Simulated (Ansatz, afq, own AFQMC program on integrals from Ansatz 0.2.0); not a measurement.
**AlGeH3, singlet in cc-pVDZ along one coordinate**

```yaml
atoms:
  - { symbol: Ge, position_ang: [0.0037, 0.0000, 0.6668] }
  - { symbol: Al, position_ang: [-0.0890, 0.0000, -1.6477] }
  - { symbol: H, position_ang: [0.8350, 1.0566, -0.4001] }
  - { symbol: H, position_ang: [0.8350, -1.0566, -0.4001] }
  - { symbol: H, position_ang: [0.4473, 0.0000, -3.1465] }
```

The Al2–H5 distance is changed with both sides rigid. Energies in kJ/mol count from this geometry (1.592 Å) at the same level; the start stands on RHF, each point on the determinant named.

Basis cc-pVDZ. Noble-gas cores (and the filled d shells of Ga–Kr and In–Xe) are frozen. Integrals, coupled cluster, full CI and functionals: Ansatz 0.2.0; the random walks run on the same integrals in our own AFQMC program. ph-AFQMC/CISD is guided by a CISD state made of CCSD amplitudes; releasing the constraint for a short imaginary time cuts its bias at the price of noise, slowly where states lie close. ± is one standard error of the sampling. No spin–orbit coupling.

Cautions, each for one point or more: (T) is large; higher spins were not checked; inner d shell frozen; no relativity below Rb; no spin-orbit coupling; raised T1 diagnostic; restricted determinant unstable towards unrestricted; strong correlation.

```json
{"r(Al2–H5) / Å": "1.450", "det.": "RHF", "T1": "0.017", "weight": "0.86", "wB97M-V": "14.2", "B3LYP": "15.8", "CCSD(T)": "15.7"}
{"r(Al2–H5) / Å": "1.745", "det.": "RHF", "T1": "0.018", "weight": "0.86", "wB97M-V": "12.6", "B3LYP": "10.6", "CCSD(T)": "11.3"}
{"r(Al2–H5) / Å": "2.187", "det.": "RHF", "T1": "0.022", "weight": "0.84", "wB97M-V": "112.2", "B3LYP": "102.2", "CCSD(T)": "103.6"}
{"r(Al2–H5) / Å": "2.945", "det.": "RHF", "T1": "0.046", "weight": "0.73", "wB97M-V": "260.2§", "B3LYP": "241.7§", "CCSD(T)": "232.8"}
```

(1) Estimate the curve of CCSDT(Q), counted from the same start.

Results:

(1) 
```json
{"r(Al2–H5) / Å": "1.450", "det.": "RHF", "T1": "0.017", "weight": "0.86", "CCSDT(Q)": "15.9", "ph-AFQMC/CISD": "15.0 ± 1.7", "released AFQMC": "12.8 ± 1.7*"}
{"r(Al2–H5) / Å": "1.745", "det.": "RHF", "T1": "0.018", "weight": "0.86", "CCSDT(Q)": "11.1", "ph-AFQMC/CISD": "10.7 ± 2.1", "released AFQMC": "–"}
{"r(Al2–H5) / Å": "2.187", "det.": "RHF", "T1": "0.022", "weight": "0.84", "CCSDT(Q)": "102.4", "ph-AFQMC/CISD": "102.1 ± 2.3", "released AFQMC": "101.6 ± 2.1*"}
{"r(Al2–H5) / Å": "2.945", "det.": "RHF", "T1": "0.046", "weight": "0.73", "CCSDT(Q)": "230.1", "ph-AFQMC/CISD": "240.7 ± 2.2", "released AFQMC": "–"}
```

Weight is that of the determinant in the CISD state; at the start T1 is 0.018 and the weight 0.86. An asterisk marks released energies that aren't shown to be converged. A dash marks a missing value, a released energy that hasn't settled or a functional that sits on another state. § marks a functional whose ⟨S²⟩ is too high by over 0.1. Largest departures from CCSDT(Q), at the points where its series has closed: CCSD(T) 2.6 kJ/mol at 2.945 (on RHF), ph-AFQMC/CISD 10.6 kJ/mol at 2.945 (on RHF), wB97M-V 9.8 kJ/mol at 2.187, B3LYP -0.5 kJ/mol at 1.745. Functionals count only at points shown to share the start's state and spin. In this small basis the wave-function levels are far from their limit, so their gap to the functionals isn't the functionals' error.

A walk keeps the symmetry of its determinant, which the program's search chose and which needn't be the lowest solution, so a lower state of the same spin and another symmetry isn't excluded.
